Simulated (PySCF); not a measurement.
fluorine (F2), SMILES FF. Coordinates come from a r2SCAN-D4/def2-TZVPD optimisation.

TDDFT-PBE/def2-TZVPD (PySCF 2.14.0) puts the lowest singlet excitations at 4.42, 4.42, 7.89, 7.89, 10.96, 10.96 eV.

### Question
What are the lowest excitation roots from ADC(3)/aug-cc-pVDZ in PySCF? (An estimate is asked for; the answer gives what the named calculation found.)

### Answer
4.39, 4.39, 7.31, 7.31, 14.66, 14.66 eV. S1 differs by -0.03 eV (second minus first; roots are paired by order, and the bases may differ).
